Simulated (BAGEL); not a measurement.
# [HO2]− (SMILES [O-]O): B3LYP/def2-TZVPPD (density fitting with cc-pvqz-jkfit)

Aim: the energy change on altering one bond length of [HO2]− at B3LYP/def2-TZVPPD (density fitting with cc-pvqz-jkfit), from 2 runs. 

Program for the calculation: BAGEL 1.2.2.

### 1 The molecule

[HO2]− has 3 atoms, charge -1, and is taken as a singlet. SMILES: `[O-]O`. The coordinates come from a PBE0-D4/def2-TZVPD relaxation.

Bond lengths: O1–O2 1.479 Å, O2–H3 0.961 Å. Angles: O1–O2–H3 100.1°.

### 2 A single-point energy at B3LYP/def2-TZVPPD (density fitting with cc-pvqz-jkfit)

job.json reads:

```json
{ "bagel" : [

{
  "title" : "molecule",
  "basis" : "def2-tzvppd.json",
  "df_basis" : "cc-pvqz-jkfit",
  "angstrom" : true,
  "geometry" : [
    { "atom" : "O", "xyz" : [      -0.357760,       1.025590,      -0.080830 ] },
    { "atom" : "O", "xyz" : [      -0.242260,      -0.445880,      -0.180750 ] },
    { "atom" : "H", "xyz" : [       0.600030,      -0.579720,       0.261570 ] }
  ]
},

{ "title" : "ks", "xc_func" : "b3lyp", "charge" : -1 },

{ "title" : "print", "file" : "orbitals.molden", "orbitals" : true }

]}
```

The basis set def2-TZVPPD is read from a file made from the Basis Set Exchange's data (not shown).

The run is started by

```
BAGEL_NUM_THREADS=1 BAGEL job.json > job.out
```

Output:

```text
* using 1 threads per process

  ===============================================================
  ===============================================================

  *** Geometry ***

  { "atom" : "O", "xyz" : [     -0.676068,      1.938084,     -0.152747 ] },
  { "atom" : "O", "xyz" : [     -0.457805,     -0.842591,     -0.341568 ] },
  { "atom" : "H", "xyz" : [      1.133892,     -1.095512,      0.494296 ] },

  Number of auxiliary basis functions:      263

  Since a DF basis is specified, we compute 2- and 3-index integrals:
    o Being stored without compression. Storage requirement is 0.020 GB

  Number of basis functions:       97
  Number of electrons      :       17

    * METHOD: MOLECULE                             0.06

  *** Kohn-Sham DFT ***

    * Removing 3375 points whose weight is below 1.00e-10
    * Grid points: 41343

  === Nuclear Repulsion ===
    29.5270672001

       - DIIS with orbital gradients will be used.

  === KS iteration (b3lyp / def2-tzvppd.json) ===
      0       -130.66112836          0.18700292           0.09
      1       -124.91696902          0.14596232           0.08
      2       -139.70994346          0.15863275           0.08
      3       -149.11372906          0.07179678           0.08
      4       -148.89824508          0.08568056           0.08
      5       -150.39267832          0.05039973           0.08
      6       -150.53243521          0.04527605           0.08
      7       -151.00845983          0.00679647           0.08
      8       -151.01530906          0.00122285           0.08
      9       -151.01571930          0.00042619           0.08
     10       -151.01576887          0.00003158           0.08
     11       -151.01576923          0.00002499           0.08
     12       -151.01576938          0.00001091           0.08
     13       -151.01576941          0.00000154           0.08
     14       -151.01576941          0.00000043           0.08
     15       -151.01576941          0.00000009           0.08
     16       -151.01576941          0.00000003           0.08
     17       -151.01576941          0.00000001           0.08
     18       -151.01576941          0.00000000           0.08
    * SCF iteration converged.

    * Permanent dipole moment:
           (   -0.608826,     0.940963,    -0.226431) a.u.

    * METHOD: KS                                   1.63

    * METHOD: PRINT                                0.01

  ===============================================================
```

Run time: 1.9 s. Hardware: 1 thread of Arm Neoverse V2, shared host; peak memory 0.21 GiB.

### 3 The distorted shape

input.json reads:

```json
{ "bagel" : [

{
  "title" : "molecule",
  "basis" : "def2-tzvppd.json",
  "df_basis" : "cc-pvqz-jkfit",
  "angstrom" : true,
  "geometry" : [
    { "atom" : "O", "xyz" : [   -0.392411,    1.467044,   -0.050853 ] },
    { "atom" : "O", "xyz" : [   -0.242260,   -0.445880,   -0.180750 ] },
    { "atom" : "H", "xyz" : [    0.600030,   -0.579720,    0.261570 ] }
  ]
},
{
  "title" : "ks",
  "xc_func" : "b3lyp",
  "charge" : -1
},
{
  "title" : "print",
  "file" : "orbitals.molden",
  "orbitals" : true
}

]}
```

The basis set def2-TZVPPD is read from a file made from the Basis Set Exchange's data (not shown).

The run is started by

```
BAGEL_NUM_THREADS=1 BAGEL input.json > input.out
```

Output:

```text
* using 1 threads per process

  ===============================================================
  ===============================================================

  *** Geometry ***

  { "atom" : "O", "xyz" : [     -0.741549,      2.772311,     -0.096098 ] },
  { "atom" : "O", "xyz" : [     -0.457805,     -0.842591,     -0.341568 ] },
  { "atom" : "H", "xyz" : [      1.133892,     -1.095512,      0.494296 ] },

  Number of auxiliary basis functions:      263

  Since a DF basis is specified, we compute 2- and 3-index integrals:
    o Being stored without compression. Storage requirement is 0.020 GB

  Number of basis functions:       97
  Number of electrons      :       17

    * METHOD: MOLECULE                             0.06

  *** Kohn-Sham DFT ***

    * Removing 2934 points whose weight is below 1.00e-10
    * Grid points: 41784

  === Nuclear Repulsion ===
    23.8601210118

       - DIIS with orbital gradients will be used.

  === KS iteration (b3lyp / def2-tzvppd.json) ===
      0       -131.11980325          0.17705986           0.10
      1       -128.05514345          0.13496584           0.08
      2       -140.71235609          0.14506261           0.08
      3       -149.28779736          0.06508955           0.08
      4       -145.75924566          0.10109671           0.08
      5       -150.55648132          0.04133389           0.08
      6       -150.64194785          0.03724037           0.08
      7       -150.96891598          0.00720105           0.08
      8       -150.98168228          0.00248350           0.08
      9       -150.98179912          0.00212967           0.08
     10       -150.98311246          0.00009118           0.08
     11       -150.98311455          0.00003430           0.08
     12       -150.98311486          0.00001018           0.08
     13       -150.98311491          0.00000336           0.08
     14       -150.98311492          0.00000107           0.08
     15       -150.98311493          0.00000068           0.08
     16       -150.98311493          0.00000054           0.08
     17       -150.98311493          0.00000020           0.08
     18       -150.98311493          0.00000018           0.08
     19       -150.98311493          0.00000003           0.08
     20       -150.98311493          0.00000001           0.08
    * SCF iteration converged.

    * Permanent dipole moment:
           (   -0.565389,     0.690708,    -0.230510) a.u.

    * METHOD: KS                                   1.78

    * METHOD: PRINT                                0.01

  ===============================================================
```

Wall time 2 s (1 thread of Arm Neoverse V2, shared host); peak memory 0.21 GiB.

### 4 Summary of results

At B3LYP/def2-TZVPPD (density fitting with cc-pvqz-jkfit):

```
                                                              quantity          value
                                             first shape: total energy  -151.01577 Eh
                                              first shape: HOMO energy        1.48 eV
                                              first shape: LUMO energy        4.59 eV
    first shape: HOMO–LUMO gap (to an unbound level, set by the basis)        3.11 eV
                                         distorted shape: total energy  -150.98311 Eh
                                          distorted shape: HOMO energy       -0.10 eV
                                          distorted shape: LUMO energy        3.29 eV
distorted shape: HOMO–LUMO gap (to an unbound level, set by the basis)        3.38 eV
     energy change with the O1–O2 bond stretched from 1.479 to 1.923 Å       0.889 eV
```

In words: With the O1–O2 bond stretched from 1.479 to 1.923 Å the energy rises by 0.89 eV (85.7 kJ/mol). The first shape isn't relaxed at this level, so the change isn't measured from a minimum. The HOMO (first shape) lies at positive energy, 1.48 eV, from the functional's self-interaction, a short basis or an electron that isn't bound; only total energies against the neutral tell.
